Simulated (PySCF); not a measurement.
Hydrogen isocyanide, CHN.
SMILES: `[C-]#[NH+]`

Level of theory: PBE0/pcSseg-1 in PySCF (dipole) on a GFN2-xTB geometry, gas phase.

Take the most abundant isotopes and a rigid rotor. 

Task: What are the moment of inertia and the rotational constant?

Result: I = 10.950 u·Å², B = 505379 MHz·u·Å²/I = 46155 MHz (1.5396 cm⁻¹, or 2.215 K as hB/k).

Task: List the first levels of a rigid rotor in a Σ state.

Result: E(J) = BJ(J+1): J = 1: 3.079, J = 2: 9.237, J = 3: 18.475, J = 4: 30.791, J = 5: 46.187, J = 6: 64.662 cm⁻¹.

Task: Where do the first rotational lines fall?

Result: The dipole is 3.00 D; J+1 ← J lies at 2B(J+1): 1 ← 0 at 92.31 GHz, 2 ← 1 at 184.62 GHz, 3 ← 2 at 276.93 GHz, 4 ← 3 at 369.24 GHz, 5 ← 4 at 461.55 GHz, 6 ← 5 at 553.86 GHz.

Task: Estimate the classical rotational partition function at 100 K and 500 K.

Result: Point group C∞v, symmetry number σ = 1; q = kT/(σhB), k/h = 20836.6 MHz/K: 45.1 at 100 K, 226 at 500 K.

No GFN2-xTB frequencies stand behind this structure, so it isn't proved a minimum. Zero-point vibration and centrifugal distortion are left out.
